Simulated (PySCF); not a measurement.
Geometries of 2 isomers of C5H5F, from PBE0-D3(BJ)/def2-SVP geometry optimisation, gas phase (PySCF 2.14.0). One conformer each, no zero-point energy, no frequencies.

**Question.** Which isomer lies lower at this level?
A.
```xyz
11
angstrom
C     -1.764    0.279    0.186
C     -0.567   -0.593    0.079
F     -0.857   -1.917    0.145
C      0.695   -0.214   -0.067
C      2.107   -0.479   -0.214
C      1.732    0.782   -0.204
H     -1.477    1.338    0.130
H     -2.482    0.071   -0.625
H     -2.294    0.113    1.139
H      2.905   -1.214   -0.285
H      2.002    1.834   -0.258
```
B.
```xyz
11
angstrom
C      1.508   -1.541   -1.283
C      0.872   -0.601   -0.858
C      0.118    0.517   -0.366
C     -0.112    0.680    1.131
C     -1.237    0.290    0.253
F     -1.695   -0.976    0.329
H      2.069   -2.376   -1.659
H      0.224    1.437   -0.950
H     -0.083    1.688    1.553
H      0.300   -0.109    1.764
H     -2.035    1.005    0.026
```

**Answer.** B. That is `C#C[C@@H]1C[C@@H]1F`, 8.9 kcal/mol below the other.

| SMILES | atoms numbered as above | E (Eh) | relative (kcal/mol) | relative (kJ/mol) | dipole (D) |
| --- | --- | --- | --- | --- | --- |
| C#C[C@@H]1C[C@@H]1F | [CH:1]#[C:2][C@@H:3]1[CH2:4][C@@H:5]1[F:6] | -292.73020 | 0.0 | 0.0 | 1.80 |
| CC(F)=C1C=C1 | [CH3:1][C:2]([F:3])=[C:4]1[CH:5]=[CH:6]1 | -292.71608 | 8.9 | 37.1 | 2.76 |

As drawn, the lower has a C≡C bond, which the higher lacks; the higher has a C=C bond outside aromatic rings, which the lower lacks.
